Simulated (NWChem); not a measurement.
Correlation energy of sulfur dioxide (O2S)

```xyz
3

O      1.2504     0.0000    -0.3713
S      0.0000     0.0000     0.3713
O     -1.2504     0.0000    -0.3713
```
Charge 0, spin multiplicity 1.

Everything below was run with NWChem. All single points use one geometry, from PBE0/def2-SVP, a minimum by its harmonic frequencies.

Basis set: def2-TZVP. Each correlation energy counts from its own Hartree-Fock reference.

```
method        correlation energy (mHa)  difference from CCSD(T)
------------  ------------------------  -----------------------
MP2                             -658.2                    +26.7
CR-CCSD[T]                      -678.2                     +6.7
SCS-MP2                         -637.2                    +47.8
CR-CCSD(T)                      -676.1                     +8.8
CCSD                            -650.5                    +34.4
CCSD(T)                         -684.9                      0.0
CCSD+T(CCSD)                    -687.8                     -2.9
```

The values span 50.6 mHa, from CCSD+T(CCSD) (lowest) to SCS-MP2 (highest). 

The correlated methods keep 7 core orbitals frozen. No row is a measurement; the coupled-cluster row has its own basis-set and correlation limits.
